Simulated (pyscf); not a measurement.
A first-order saddle from PySCF, ωB97X-D3(BJ)/def2-SVP:

```xyz
7

C      0.7145    -0.6694    -0.4652
C      0.8006     0.1476     0.5717
N      0.9388     0.9376     1.4900
H      0.0599    -0.4219    -1.3037
H      1.3061    -1.5872    -0.4890
H     -0.5772     0.4221     3.0761
H      0.2266     0.7710     2.3423
```
Charge 0, spin multiplicity 2.

Surface: doublet, charge 0. Lowest wavenumbers (cm⁻¹): 1720i, 285, 383, 469, 556.

### Question
Name the species on either side of this saddle.

### Answer
`[CH2]=[C]=[NH]` + `[H]` [doublet] ⇌ `[CH2][C]#[N]` [doublet] + `[H][H]`, a hydrogen abstraction read from left to right: H–N broken and H–H formed. At ωB97M-D3(BJ)/def2-TZVP it lies +21.9 kJ/mol from the left side and +151.4 kJ/mol from the right (each side as separated species at their lowest minima found). H₂C=C=NH lies 108.6 kJ/mol over its isomer H₃C–C≡N (electronic energy, ωB97M-D3(BJ)/def2-TZVP). This is the saddle that the search found; another between the same sides may lie lower. The angle at the transferred H is 168°.
